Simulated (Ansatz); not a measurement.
# BClFH: the cost of one run

Program: Ansatz 0.2.0. Level of theory: RKS PBE0-D4/def2-SVPD. These are calculated values, not measurements.

### 1 The system as given

Bond lengths: B1–F3 1.520 Å, B1–Cl4 1.860 Å. Angles: F3–B1–Cl4 155.3°.

Structure file:

```xyz
4

B     0.0000    0.0000    0.0000
H     0.7533    0.0000    1.1682
F     1.5135    0.0000    0.1406
Cl   -1.6108    0.0000   -0.9300
```

### 2 Pulling towards end A

Springs on the bonds that form and break draw the guess towards this end; the thresholds are loose.

input.yaml

```yaml
crystal:
  periodic: [false, false, false]
  atoms:
    - { symbol: B, position_ang: [0.0, 0.0, 0.0] }
    - { symbol: H, position_ang: [0.7533, 0.0, 1.1682] }
    - { symbol: F, position_ang: [1.5135, 0.0, 0.1406] }
    - { symbol: Cl, position_ang: [-1.6108, 0.0, -0.93] }
basis:
  gaussian: { orbitals: def2-SVPD }
hamiltonian:
  xc: pbe0
  dispersion: d4
relax:
  f_tol: 0.15
  max_steps: 25
  restrain:
    - { distance: [1, 2], at: 2.12, k: 30.0 }
    - { distance: [0, 1], at: 1.19, k: 30.0 }
    - { distance: [0, 2], at: 1.32, k: 30.0 }
output:
  orbitals: {}
```

Run with:

```bash
ansatz run input.yaml --threads 2 --pin off --max-ram 3072MiB --backend cpu --events-out ev --progress --plain --runs-dir out
```

**Question.** How long does this run take on 2 threads of Arm Neoverse V1, shared host, and how much memory does it need?

About 6.2 s, with a peak of 0.13 GiB.
